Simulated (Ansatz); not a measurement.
Relaxation of H7NSSi (10 atoms, charge 0, multiplicity 1), to a largest force component of 0.03 eV/Å in at most 50 steps.

Computed with RKS BHLYP-D4/def2-SVP in Ansatz.

```xyz
10
Properties=species:S:1:pos:R:3
Si -0.069 0.195 0.182
N -0.045 0.105 1.967
H -0.939 -0.021 2.419
H 0.466 0.833 2.444
H 1.322 0.264 -0.296
H -0.770 1.413 -0.312
H -0.808 -0.973 -0.331
S 1.628 -2.653 0.804
H 0.551 -3.448 0.846
H 1.135 -1.809 1.771
```

Problem. Where does it end, and by what steps?

Solution. The run converged. After 7 steps the energy has fallen by 0.123 eV; S8 moved furthest, 0.55 Å.

```
step  energy less start (eV)  largest force component (eV/Å)  accepted
   0                  0.0000                           0.990       yes
   1                 -0.0731                           0.635       yes
   2                 -0.1027                           0.695       yes
   3                 -0.1146                           0.236       yes
   4                 -0.1163                           0.314       yes
   5                 -0.1221                           0.104       yes
   6                 -0.1173                           0.131        no
   7                 -0.1232                           0.008       yes
```

```xyz
10
Properties=species:S:1:pos:R:3
Si -0.151 0.364 0.130
N -0.024 0.074 1.839
H -0.860 -0.140 2.359
H 0.573 0.675 2.387
H 1.220 0.482 -0.410
H -0.896 1.598 -0.237
H -0.865 -0.785 -0.468
S 1.753 -2.942 1.253
H 0.614 -3.575 0.940
H 1.108 -1.847 1.700
```

Run time: 14 s on 2 threads of Arm Neoverse V2, on a shared host, peak memory 0.16 GiB.
